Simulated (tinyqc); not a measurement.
Harmonic frequencies on the B3LYP (VWN-RPA form)/sto-3g surface (energies and gradients from PySCF), for CH3+, spin multiplicity 1, step by step. One step of it, computed by the program tinyqc.

Question. One row of the Hessian: 3Hy. Displace 3Hy by +/-0.002 bohr; H(k, :) = (g(+) - g(-)) / (2 delta).

optimised positions (bohr):
```
            x          y         z
1C   0.009008  -0.033042  0.038742
2H   2.158519   0.035647  0.039071
3H  -1.125367   1.793971  0.018505
4H  -1.006243  -1.928863  0.058636
```

gradient at +delta (hartree/bohr):
```
              x            y            z
1C   0.00029725  -0.00056510   0.00000588
2H  -0.00000873   0.00001486  -0.00000003
3H  -0.00030688   0.00057079  -0.00000609
4H   0.00001765  -0.00002036   0.00000041
```

gradient at -delta (hartree/bohr):
```
              x            y            z
1C  -0.00026800   0.00059325  -0.00000450
2H   0.00000624  -0.00002365  -0.00000040
3H   0.00029271  -0.00056995   0.00000570
4H  -0.00003165   0.00000058  -0.00000063
```

Give: row of the Hessian.

Answer.

row of the Hessian (hartree/bohr^2): 1Cx 0.141313, 1Cy -0.289589, 1Cz 0.002595, 2Hx -0.003743, 2Hy 0.009629, 2Hz 0.000093, 3Hx -0.149898, 3Hy 0.285187, 3Hz -0.002947, 4Hx 0.012326, 4Hy -0.005237, 4Hz 0.000261
